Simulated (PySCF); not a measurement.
# SN: bond curves at several levels of theory

An exercise on one series of results from a longer session: the logs are not shown, and one member is left open.

Program: PySCF 2.14.0. Level of theory: S pcseg-1, N pcseg-1, no relativity. These are calculated values, not measurements.

Set-up of the first run:

A driver script around PySCF takes these settings:

* atoms: S, N
* charge: 0
* basis: S pcseg-1, N pcseg-1
* Hamiltonian: no relativity
* basis functions: 32
* electrons treated: 23
* masses in u: 31.9721, 14.0031
* levels: PBE0, PBE, r²SCAN, M06, MN15, TPSSh, HF, MP2, SCS-MP2, CCSD, CCSD(T)
* grid: 80 radial by 434 angular points
* occupations: held fixed by the projection of orbital angular momentum
* dissociation limit: S + N, each in its ground configuration
* starting distance in angstrom: 1.640
* values of 2S to try: 1, 3, 5

Steps of the session up to this table: Set-up; The PBE0 curve of the state that the search chose; Other states along the same grid; PBE; r²SCAN; M06 (hybrid meta-GGA); MN15 (hybrid meta-GGA); TPSSh (hybrid meta-GGA); ROHF; Correlated methods on the Hartree–Fock reference.

One table of the session follows, with a row left open; its other results are not shown here.

Energy (eV) from each level's lowest point:

```
R (Å)   ROHF  ROHF-MP2  ROHF-SCS-MP2  ROHF-CCSD  ROHF-CCSD(T)
1.299  1.554     2.034         2.016        n/a           n/a
1.359  0.598     0.903         0.895      0.927         1.004
1.419  0.125     0.273         0.272      0.310         0.357
1.465  0.000     0.052         0.053      0.080         0.104
1.510  0.021     0.000         0.000      0.000         0.000
1.555  0.153     0.075         0.070      0.034         0.010
1.616      ?         ?             ?          ?             ?
1.691  0.966     0.719         0.690      0.565         0.467
1.782  1.697     1.299         1.255      1.103         0.947
1.903  2.749     2.179         2.115        n/a           n/a
```

Q: Estimate the row for R (Å) = 1.616 from the others.

Worked estimate for «ROHF». A straight line through the neighbours (1.555, 0.153) and (1.691, 0.966) gives 0.153 + (0.966 − 0.153) × (1.616 − 1.555) / (1.691 − 1.555) = 0.518; a parabola fitted to 4 rows on both sides gives 0.473.

The run gave: ROHF: 0.454; ROHF-MP2: 0.307; ROHF-SCS-MP2: 0.292; ROHF-CCSD: 0.209; ROHF-CCSD(T): 0.153. In «ROHF» the line misses by +0.064 and the parabola by +0.019.

State 2 has its PBE0 minimum 2.56 eV higher. The other levels ran on the lowest alone.
